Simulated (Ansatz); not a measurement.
**Down a group: vertical spin gaps of HOC, HOSi, HOGe**

Ansatz 0.2.0, basis cc-pVDZ; geometries are PBE0/def2-TZVP minima. Wave-function levels freeze the cores with the filled d shells of p-block atoms; HF, MP2 and coupled cluster are restricted for singlets and unrestricted otherwise, restricted open-shell where a d shell is frozen, Kohn–Sham unrestricted where that lies lower. The reference is CCSDTQ (coupled cluster only where its series has nearly closed). Semilocal and hybrid functionals correlate all electrons outside any core potential and usually lie nearer their basis limit than the reference, so part of their error here is the reference's basis and frozen-core error; RPA and the MP2 part of double hybrids freeze the same cores as the reference. An error is the level's value less the reference. None of these values is a measured one. Energies are electronic, without zero-point terms. No spin–orbit coupling and no scalar relativity. The set is small: such energies can lie up to about 0.3 eV from the limit, spin gaps mostly less, so near ties and functionals' places can change in larger sets. The species are chosen: bound, without strong static correlation by their natural occupations or amplitudes, in their lowest spin state as far as vertical gaps and like structures tell, and with a ladder that closes on the reference, so errors are smaller than for species at large; levels whose determinant breaks symmetry or spin markedly are left out.

| species | bonds (Å) | quantity | symmetry of the states | reference | value (kJ/mol) | error CCSD | error CCSD(T) | error PBE | error B3LYP | error wB97M-V |
| --- | --- | --- | --- | --- | --- | --- | --- | --- | --- | --- |
| HOC, doublet | C–O 1.265, O–H 0.984, angle at O 114° | quartet less doublet, vertical | A' / A'' | CCSDTQ | 371.9 | -8.9 | -1.1 | 4.9 | 20.6 | 30.8 |
| HOSi, doublet | O–Si 1.650, O–H 0.962, angle at O 119° | quartet less doublet, vertical | A' / A'' | CCSDTQ | 331.2 | -4.0 | -0.5 | 6.7 | 28.6 | 47.9 |

Question: One member is withheld: HOGe, doublet (O–Ge 1.786, O–H 0.962, angle at O 115°), where PBE gives 367.1 kJ/mol for the quartet less doublet, vertical. Estimate from the other members what CCSDTQ gives.

Answer: The errors of PBE for the others average 5.8 kJ/mol; taking that off gives 361.3, which misses by 21.3, against 27.1 without the correction. The computed value at CCSDTQ is 340.0 kJ/mol. Errors against it: CCSD -2.4, CCSD(T) -0.2, PBE 27.1, B3LYP 40.7, wB97M-V 37.3.

The reference doesn't change in one direction along the series: C 371.9, Si 331.2, Ge 340.0 kJ/mol.
